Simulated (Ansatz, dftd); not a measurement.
Barrier from HF (fluorane, SMILES F) + H (doublet) to the saddle point below; all geometries are those of the HTBH38 set.
```
F
H 1 1.4662
H 2 0.7746 1 152.03
```
Charge 0, spin multiplicity 2.

Wanted: barrier height (electronic, no zero-point energy), in kcal/mol. Open shells are spin-unrestricted; no spin-orbit coupling. Correlated methods leave the cores frozen. Rows without X2C or -DK are non-relativistic. CBS(X,Y): correlation extrapolated as X^-3, Hartree-Fock from the larger set. A bracket is a step between two methods taken in the basis named. The functionals are non-relativistic, so their misses hold any scalar relativity. 'core' is core correlation in cc-pwCVTZ, 'X2C' scalar relativity in cc-pVTZ-DK, both at CCSD(T). Where a partner has so few electrons that a lower coupled-cluster level is exact, that level stands in.

Compared with CCSD(T)/CBS(aug-cc-pVTZ,aug-cc-pVQZ) + [CCSDT(Q) - CCSD(T)]/aug-cc-pVTZ + [CCSDTQ - CCSDT(Q)]/aug-cc-pVDZ + core + X2C (Ansatz, a quantum-chemistry and plane-wave program): 33.5 kcal/mol.

Costs are rough ratios of core time, to one figure, on one kind of shared machine, summed over the single points of the molecules; atoms, geometries and frequencies are left out. The first row took roughly 0.8 core seconds; short runs hold start-up time.

```json
[
 {"level": "PBE0-D3(BJ)/def2-TZVPD", "program": "Ansatz + dftd3", "cost relative to the first row": "1"},
 {"level": "B3LYP-D4/def2-TZVPD", "program": "Ansatz + dftd4", "cost relative to the first row": "1"},
 {"level": "r2SCANh/def2-TZVPD", "program": "Ansatz", "cost relative to the first row": "2"},
 {"level": "CCSD(T)/aug-cc-pVTZ", "program": "Ansatz", "cost relative to the first row": "10"},
 {"level": "CCSD(T)/aug-cc-pVQZ", "program": "Ansatz", "cost relative to the first row": "50"},
 {"level": "CCSD(T)/CBS(aug-cc-pVTZ,aug-cc-pVQZ)", "program": "Ansatz", "cost relative to the first row": "70"},
 {"level": "CCSDTQ/aug-cc-pVDZ", "program": "Ansatz", "cost relative to the first row": "2000"}
]
```

### Question
Among the rows that cost no more than CCSD(T)/aug-cc-pVTZ, which comes nearest?

### Answer
CCSD(T)/aug-cc-pVTZ.
```json
[
 {"level": "PBE0-D3(BJ)/def2-TZVPD", "difference (kcal/mol)": "-6.2"},
 {"level": "B3LYP-D4/def2-TZVPD", "difference (kcal/mol)": "-10.9"},
 {"level": "r2SCANh/def2-TZVPD", "difference (kcal/mol)": "-9.5"},
 {"level": "CCSD(T)/aug-cc-pVTZ", "difference (kcal/mol)": "-1.1"},
 {"level": "CCSD(T)/aug-cc-pVQZ", "difference (kcal/mol)": "-0.3"},
 {"level": "CCSD(T)/CBS(aug-cc-pVTZ,aug-cc-pVQZ)", "difference (kcal/mol)": "0.3"},
 {"level": "CCSDTQ/aug-cc-pVDZ", "difference (kcal/mol)": "-1.5"}
]
```
